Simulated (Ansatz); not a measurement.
System: CH$_{3}$S, charge 0, multiplicity 2. It need not be the lowest isomer of its formula. 
Geometry from a B3LYP-D3(BJ)/def2-TZVP (Ansatz, a first-principles code) optimisation:
```
C
H 1 1.0894
H 1 1.0894 2 110.92
H 1 1.0953 2 107.93 3 118.03
S 1 1.7974 2 111.69 4 116.67
```
Charge 0, spin multiplicity 2.

Basis-set convergence of Hartree-Fock and CCSD(T) correlation energies (hartree) with Ansatz. Correlated levels leave the core frozen unless marked. UHF or UKS for open shells. No spin-orbit coupling. No relativistic terms.

```csv
basis,functions,E(HF),"E(corr, CCSD(T))"
cc-pV(D+d)Z,52,-437.12583,-0.29859
cc-pV(T+d)Z,111,(withheld),(withheld)
```

Task: What belongs in the gaps?

Result: 
- cc-pV(T+d)Z, E(HF): -437.15352
- cc-pV(T+d)Z, E(corr, CCSD(T)): -0.37436
